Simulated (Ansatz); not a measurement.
**AlSiH₄+: single points off equilibrium**

The atoms stand at a structure displaced at random from a GFN2-xTB minimum. How far do the functionals agree with CCSD(T) there?

Program: Ansatz 0.2.0, Gaussian basis. Level of theory: single points in def2-TZVPP. These are calculated values, not measurements.

Cores are frozen in the correlated methods.

## 1. Where the work starts

SMILES `[AlH2][SiH2+]`, 6 atoms, charge 1, spin multiplicity 1.

Atoms are counted from 1 here; the program's logs count them from 0.

Bond lengths: Al1–Si2 2.646 Å, Al1–H3 1.505 Å, Al1–H4 1.717 Å, Si2–H5 1.373 Å, Si2–H6 1.447 Å. Angles: Si2–Al1–H3 123.6°, Si2–Al1–H4 115.6°, H3–Al1–H4 120.4°, Al1–Si2–H5 130.4°, Al1–Si2–H6 126.7°, H5–Si2–H6 102.3°.

As a file:

```xyz
6
AlH4Si
Al   -0.3527   -1.2865   -0.0515
Si    0.3203    1.2715    0.0204
H    -1.4395   -1.8854    0.7993
H     0.4047   -2.2192   -1.2777
H     1.3032    1.9526   -0.6543
H    -0.1479    2.2624    0.9645
```

## 2. CCSD(T)/def2-TZVPP

run/in.yaml

```yaml
crystal:
  periodic: [false, false, false]
  atoms:
    - {symbol: Al, position_ang: [-0.352700, -1.286500, -0.051500]}
    - {symbol: Si, position_ang: [0.320300, 1.271500, 0.020400]}
    - {symbol: H, position_ang: [-1.439500, -1.885400, 0.799300]}
    - {symbol: H, position_ang: [0.404700, -2.219200, -1.277700]}
    - {symbol: H, position_ang: [1.303200, 1.952600, -0.654300]}
    - {symbol: H, position_ang: [-0.147900, 2.262400, 0.964500]}
basis:
  gaussian: {orbitals: def2-TZVPP}
total_charge: 1
correlation: {method: ccsd_t}
output: {forces: true}
```

No record of the launch command was kept for these runs.

## 3. PBE0-D4/def2-TZVPP

run/in.yaml: that of step 2 with these lines changed.

```diff
@@ -12,3 +12,3 @@
 total_charge: 1
-correlation: {method: ccsd_t}
-output: {forces: true}
+hamiltonian: {xc: pbe0, dispersion: d4}
+output: {forces: true, orbitals: {seedname: orbitals}}
```

## 4. wB97M-V/def2-TZVPP

run/in.yaml: that of step 3 with these lines changed.

```diff
@@ -12,3 +12,3 @@
 total_charge: 1
-hamiltonian: {xc: pbe0, dispersion: d4}
-output: {forces: true, orbitals: {seedname: orbitals}}
+hamiltonian: {xc: {name: wB97M-V}}
+output: {forces: true}
```

## 5. r2SCAN-D4/def2-TZVPP

run/in.yaml: that of step 4 with these lines changed.

```diff
@@ -12,3 +12,3 @@
 total_charge: 1
-hamiltonian: {xc: {name: wB97M-V}}
+hamiltonian: {xc: r2scan, dispersion: d4}
 output: {forces: true}
```

## 6. PBE-D4/def2-TZVPP

run/in.yaml: that of step 5 with these lines changed.

```diff
@@ -12,3 +12,3 @@
 total_charge: 1
-hamiltonian: {xc: r2scan, dispersion: d4}
+hamiltonian: {xc: pbe, dispersion: d4}
 output: {forces: true}
```

## 7. HSE06-D4/def2-TZVPP

run/in.yaml: that of step 6 with these lines changed.

```diff
@@ -12,3 +12,3 @@
 total_charge: 1
-hamiltonian: {xc: pbe, dispersion: d4}
+hamiltonian: {xc: hse06, dispersion: d4}
 output: {forces: true}
```

## 8. r2SCANh-D4/def2-TZVPP

run/in.yaml: that of step 7 with these lines changed.

```diff
@@ -12,3 +12,3 @@
 total_charge: 1
-hamiltonian: {xc: hse06, dispersion: d4}
+hamiltonian: {xc: {name: r2SCANh}, dispersion: d4}
 output: {forces: true}
```

(Steps that only read results are left out.)

**Question.** What will these runs give? Wanted: energy less free atoms, CCSD(T)/def2-TZVPP; RMS force component; RMS force error; HOMO and LUMO, PBE0-D4; T1 diagnostic.

**Answer**, as computed:

| quantity | value |
| --- | --- |
| energy less free atoms, CCSD(T)/def2-TZVPP | -603.1 kJ/mol |
| RMS force component | 1.126 to 1.191 eV/Å over the methods |
| RMS force error | PBE0-D4 0.065, wB97M-V 0.067, r2SCAN-D4 0.047, PBE-D4 0.156, HSE06-D4 0.067, r2SCANh-D4 0.024 eV/Å |
| HOMO and LUMO, PBE0-D4 | -13.26 and -9.65 eV |
| T1 diagnostic | 0.011 |

Against CCSD(T) the functionals' energies less atoms differ by -33.5 to +14.8 kJ/mol, PBE-D4 by +14.8 kJ/mol. CCSD(T) in triple zeta still lacks some correlation energy of the bonds, so part of these gaps is its own basis error and they don't rank the functionals. For forces r2SCANh-D4 does best and PBE-D4 worst. Frozen-core CCSD(T) forces in triple zeta carry basis errors of their own, and this is one geometry, so small gaps rank nothing.
